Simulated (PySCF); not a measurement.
# Static response to an electric field

C5H6O.
Structure used (GFN2-xTB), in Å, numbered top down from 1:
```xyz
12
C5H6O angstrom
C      3.020    0.367    0.002
C      1.843    0.424    0.233
C      0.435    0.516    0.535
O      0.000    1.230    1.403
C     -0.409   -0.374   -0.353
C     -1.891   -0.267   -0.023
H      4.048    0.306   -0.210
H     -0.054   -1.402   -0.232
H     -0.218   -0.089   -1.392
H     -2.231    0.758   -0.148
H     -2.067   -0.557    1.010
H     -2.474   -0.913   -0.674
```

Level: wB97X-D/def2-SVPD (PySCF), static field, nuclei fixed, core orbitals frozen in the response. The polarisability tensor in these axes (au):

```
x   82.65  0.44 -4.87
y    0.44 49.59  5.73
z   -4.87  5.73 51.63
```

Diagonalise the tensor; give its mean and Δα, where Δα² is half the sum of the squared differences of the eigenvalues.

Principal values 44.46, 56.00 and 83.40 au; mean 61.29 au = 9.08 Å³ = 10.11 × 10⁻⁴⁰ C²·m²/J; Δα = 34.64 au (57 % of the mean).

What is the dipole moment, and where does it point?

(1.02, -1.83, -2.21) D, 3.04 D in size, pointing from the negative to the positive side. Measured along this direction, the outermost atoms are O4 at the negative end and H7 at the positive end.

Along which axes do the principal values lie, and how far do the nuclei extend along each?

Largest value along (0.99, -0.01, -0.15), where the nuclei span 6.36 Å; middle along (0.12, 0.67, 0.74), 3.26 Å; least along (-0.09, 0.75, -0.66), 1.76 Å. The response follows the extents in order.

Refractivity n − 1 of an ideal gas of it at 298.15 K and 1 atm, from the electronic α?

N = p/kT = 2.4615 × 10¹⁹ cm⁻³, so n − 1 = 2π × N × 9.08 × 10⁻²⁴ cm³ = 1405 × 10⁻⁶ at long wavelengths.

What depolarisation ratio follows for Rayleigh scattering of linearly polarised light, taking the static tensor?

ρ = 3Δα²/(45ᾱ² + 4Δα²) = 3600.3/(169032 + 4800.4) = 0.0207.

Find the Langevin capture rate constant for NO+ (29.998 u) meeting this molecule (82.042 u), k = 2.342 × 10⁻⁹ cm³/s × √(α in Å³ / reduced mass in u).

The reduced mass is 21.97 u, so k = 1.51 × 10⁻⁹ cm³/s. The formula leaves out the permanent dipole, which adds to the capture rate.

Isolated species at its GFN2-xTB geometry (one conformer only).
